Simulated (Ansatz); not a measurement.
in.yaml

```yaml
crystal:
  periodic: [false, false, false]
  atoms:
    - {symbol: Al, position_ang: [-0.087171, 0.000000, 0.000000]}
    - {symbol: H, position_ang: [-0.880094, 1.373384, 0.000000]}
    - {symbol: H, position_ang: [-0.880094, -1.373384, 0.000000]}
    - {symbol: H, position_ang: [1.542829, 0.000000, 0.000000]}
    - {symbol: H, position_ang: [2.550829, 0.000000, 0.000000]}
basis:
  gaussian: {orbitals: 6-31G}
magnetization: {spin_polarized: false, initial_magnetization: 1}
correlation: {method: ccsdtq, electrons: outside_noble_gas}
```

```sh
$ ansatz run in.yaml --threads 1 --pin off --events-out ev --progress --plain --max-ram 2393MiB
```

Output:

```
450 factors; integrals over basis functions are off by at most 1.2e-7 eV
mean field evaluation 1: about -6640.6161 eV, gradient 6.6e0 eV
mean field evaluation 2: about -6640.6199 eV, gradient 6.6e0 eV
mean field evaluation 4: about -6641.1647 eV, gradient 7.8e-1 eV
mean field evaluation 8: about -6641.1898 eV, gradient 1.7e-3 eV
mean field evaluation 16: about -6641.1830 eV, gradient 1.5e-1 eV
mean field evaluation 32: about -6639.5827 eV, gradient 1.6e-3 eV
mean field -6641.18976521 eV, -244.0592223115 hartree, gradient 4.6e-6 eV, S^2 0.750000; 1 other end points of the search recorded, 0 dependent functions left out
determinant -6641.18976521 eV, -244.0592223115 hartree, with singles and doubles -6643.13946270 eV, -244.1308723725 hartree
determinant -6639.58266112 eV, -244.0001623254 hartree, with singles and doubles -6641.93145406 eV, -244.0864788739 hartree
5 core orbitals not correlated: weight in the atoms' cores, before any rotation towards them, 1.000 or more for the frozen orbitals, at most 0.000 for the correlated occupied ones
reference -6641.18976521 eV, -244.0592223115 hartree; 4, 3 occupied and 12, 13 virtual orbitals, 450 factors
second order -1.28968338 eV of doubles, -0.08230323 eV of singles
cycle   1  -1.74047821 eV  change   -3.7e-1 eV  update   5.6e-2
cycle   2  -1.96026315 eV  change   -2.2e-1 eV  update   2.8e-2
cycle   3  -1.97971728 eV  change   -1.9e-2 eV  update   1.0e-2
cycle   4  -1.98475568 eV  change   -5.0e-3 eV  update   4.1e-3
cycle   5  -1.98527092 eV  change   -5.2e-4 eV  update   1.7e-3
cycle   6  -1.98514246 eV  change    1.3e-4 eV  update   5.9e-4
cycle   7  -1.98533649 eV  change   -1.9e-4 eV  update   2.0e-4
cycle   8  -1.98532227 eV  change    1.4e-5 eV  update   9.1e-5
cycle   9  -1.98527709 eV  change    4.5e-5 eV  update   3.5e-5
cycle  10  -1.98530161 eV  change   -2.5e-5 eV  update   1.5e-5
cycle  11  -1.98530440 eV  change   -2.8e-6 eV  update   6.5e-6
cycle  12  -1.98530651 eV  change   -2.1e-6 eV  update   3.0e-6
cycle  13  -1.98530385 eV  change    2.7e-6 eV  update   1.3e-6
cycle  14  -1.98530294 eV  change    9.0e-7 eV  update   5.4e-7
cycle  15  -1.98530308 eV  change   -1.4e-7 eV  update   2.2e-7
Total energy: -6643.17506829 eV, -244.1321808540 hartree
```

For the same geometry and basis full CI lies 0.0 meV lower.

Ran on 1 thread of Arm Neoverse V1, shared host: 12 s wall, 0.17 GiB peak host memory.
